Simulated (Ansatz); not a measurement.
HNP⁺, singlet in 6-31G: errors against full CI

Geometry: that of the HNP, doublet, kept fixed.

```xyz
3

N     0.0000   -0.1179    1.0172
P     0.0000    0.0319   -0.5145
H     0.0000    0.6571    1.6748
```

Basis 6-31G; Ansatz 0.2.0. Only valence electrons are correlated (noble-gas cores frozen), which leaves 10 electrons in 18 orbitals. Prefix R: restricted or restricted open-shell reference; prefix U: unrestricted. Active spaces: valence = (10e, 9o) chosen from the atoms' valence shells.

Full CI is exact within this basis and frozen core; it isn't the basis-set limit. The frozen core follows each run's orbitals, which can shift R against U totals by a few meV.

Unrestricted rows (U) aren't spin-pure: their determinants' ⟨S²⟩ exceeds S(S+1) by up to 0.80, so they mix in states of higher spin.

```
UHF ⟨S²⟩                          : 0.801
T1 diagnostic (RCCSD)             : 0.0364
largest doubles amplitude (RCCSD) : 0.151
```

| level | E − E(RHF) (eV) |
| --- | --- |
| UHF | -0.3736 |
| RMP2 | -5.7265 |
| RCCSD | -5.6200 |
| RCCSD(T) | -5.9063 |

(1) Estimate how far full CI in 6-31G lies from RCCSD(T). The table doesn't fix it; the size of (T) and the diagnostics are the guide.

(1) Full CI in 6-31G lies 1.86 mEh below RCCSD(T), which is 18 % of the (T) step (-10.52 mEh). T1 is raised, a doubles amplitude is large, RHF is unstable towards spin polarisation, but (T) still catches most of what CCSD lacks. The miss exceeds 1 kcal/mol.

The other levels:

| level | E − E(full CI) (mEh) | share of correlation (%) | wall time |
| --- | --- | --- | --- |
| CISD | 29.55 | 86.50 | 0.34 s |
| BCCD(T) | 1.91 | 99.13 | 0.43 s |
| RCCSDT | 1.58 | 99.28 | – |
| RCCSDT(Q) | -0.18 | 100.08 | 0.85 s |
| RCCSDTQ | 0.28 | 99.87 | 8.5 s |
| CASSCF (valence space) | 45.51 | 79.21 | – |
| NEVPT2 (valence space) | 11.72 | 94.65 | 2.2 s |
| NEVPT4(SD) (valence space) | 2.39 | 98.91 | 3.3 s |
| MRCISD (valence space) | 2.30 | 98.95 | – |
| MRCISD+Q (valence space) | 1.39 | 99.36 | 3.4 s |

The correlation energy at full CI, counted from RHF, is -5.957 eV. That run took 9 s on 2 threads of AMD EPYC 7R13 with a shared H100 80 GB, shared host over 36,719,424 determinants.

Times hold each run's SCF and search for its determinant on a shared host, so for small cases they say little of a method's own cost; they ran on 1 thread of AMD EPYC 7R13.

Not variational, and here over 5 meV under the exact energy: RCCSDT(Q).

The full-CI state has the irrep A' of Cs, in the program's axes.

Natural occupations of full CI about the gap: 1.983 1.968 1.954 1.891 1.890 0.114 0.113 0.034 0.022 0.007; effectively unpaired electrons, Σ n²(2−n)², 0.20.
